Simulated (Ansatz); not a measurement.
C3H7NOS can be A, `NC(S)CC=O`, or B, `CS/C=C(/N)O`.

Gas-phase electronic energies from Ansatz, PBE0-D4/def2-TZVP geometries. CCSD(T)/CBS is the MP2 limit (def2-TZVPP, def2-QZVPP) plus CCSD(T) − MP2 in def2-TZVPP, frozen cores. Functionals use def2-TZVPP. B3LYP here is the variant with VWN-RPA as its local correlation; programs differ in this. Each species was taken in one conformer, which may not be the lowest.

A:

```xyz
13

N     1.123    0.618    1.372
C     0.222   -0.160    0.564
S    -1.425   -0.190    1.336
C     0.040    0.328   -0.885
C    -0.801   -0.630   -1.683
O    -0.337   -1.549   -2.301
H     2.059    0.610    0.983
H     0.809    1.578    1.444
H     0.599   -1.185    0.525
H    -1.003   -0.661    2.520
H     1.028    0.385   -1.348
H    -0.416    1.324   -0.877
H    -1.898   -0.467   -1.650
```

B:

Z-matrix (Å, degrees):
```
C
S 1 1.812
H 1 1.090 2 110.9
H 1 1.092 2 107.1 3 -119.5
H 1 1.090 2 110.3 3 121.9
C 2 1.736 1 103.5 3 -57.9
C 6 1.355 2 119.1 1 97.1
H 6 1.082 2 120.3 1 -85.5
N 7 1.365 6 125.4 2 -178.6
O 7 1.336 6 122.8 2 -0.7
H 9 1.007 7 115.2 6 -155.9
H 9 1.005 7 116.1 6 -17.4
H 10 0.979 7 104.9 6 2.5
```

Which isomer does CCSD(T)/CBS put lower? Give the gap. (Best estimate.)

Computed: B, by 6.1 kcal/mol.

Give E(B) − E(A) in kcal/mol with CCSD(T)/def2-TZVPP, CCSD/def2-TZVPP, B3LYP-D4, HF/def2-TZVPP, B3LYP, PBE-D4, B2PLYP. (An estimate is asked.)

Ansatz gave: CCSD(T)/def2-TZVPP -4.7, CCSD/def2-TZVPP -4.2, B3LYP-D4 -8.8, HF/def2-TZVPP -4.6, B3LYP -9.1, PBE-D4 -10.8, B2PLYP -7.7. None reverses the order clearly.

Largest T1 diagnostic: 0.013.
